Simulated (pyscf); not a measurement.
Elementary routes open to F–N•–F + germane (GeH₄) in the gas phase (doublet surface):
A. F–N(F)–GeH₃ + H atom (H•) (Ge–H broken; Ge–N formed)
B. F–NH–F + GeH₃• (Ge–H broken; H–N formed)

Optimised with ωB97X-D3(BJ)/def2-SVP in PySCF.

Problem. Rank the routes by free-energy barrier at 298 K, lowest first, for ωB97M-D3(BJ)/def2-TZVP energies (ideal gas, 1 atm, RRHO with modes under 100 cm⁻¹ raised to 100, one conformer, R ln 2 for chiral ones without a mode under 150 cm⁻¹).

Solution. B (26.7 kcal/mol), A (56.1 kcal/mol)

Route B is the fastest of these, ahead of the next by 29.4 kcal/mol. The most stable products are those of B (ΔG = +10.8 kcal/mol), so kinetics and thermodynamics agree. At 1200 K B is still the fastest. Only these routes are compared; each barrier is that of the saddle found, and lower ones may exist. Elements up to Kr have no core potential and no relativistic terms here.
